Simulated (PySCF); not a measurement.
Species: 2,2,2-trifluoroethylamine, C₂H₄F₃N.
SMILES: `NCC(F)(F)F`

Torsions of this conformer, `[NH2:1][CH2:2][C:3]([F:4])([F:5])[F:6]`: N1–C2–C3–F4 60°, H–N1–C2–C3 178°, H–N1–C2–C3 -61°.

The closed-shell ground state was solved at several levels (PySCF, density fitting, gas phase, non-relativistic). Geometry: GFN2-xTB, one conformer, isolated molecule.

| level | basis functions | HOMO (eV) | LUMO (eV) | gap (eV) | dipole (D) |
| --- | --- | --- | --- | --- | --- |
| PBE0/def2-SVPD | 161 | -7.65 | 0.49 | 8.14 | 3.09 |
| B3LYP/pcJ-1 | 202 | -7.17 | 0.84 | 8.01 | 3.08 |

(1) Estimate the row for PBE0/pcSseg-1, a basis of 122 functions; the other rows only guide the guess.

(2) Over all these levels, which gives the widest orbital gap and which the narrowest?

(3) How far do the dipole and the HOMO energy spread over the levels?

## Answers

(1) HOMO -7.46 eV, LUMO 1.17 eV, gap 8.63 eV, dipole 3.08 D.

(2) PBE0/pcSseg-1 (global hybrid, 25 % exact exchange) has the widest, 8.63 eV, and B3LYP/pcJ-1 (global hybrid, 20 % exact exchange) the narrowest, 8.01 eV. Functional and basis both differ between the two, so the spread mixes both effects.

(3) The dipole runs from 3.08 to 3.09 D (mean 3.08 D) and the HOMO from -7.65 to -7.17 eV.
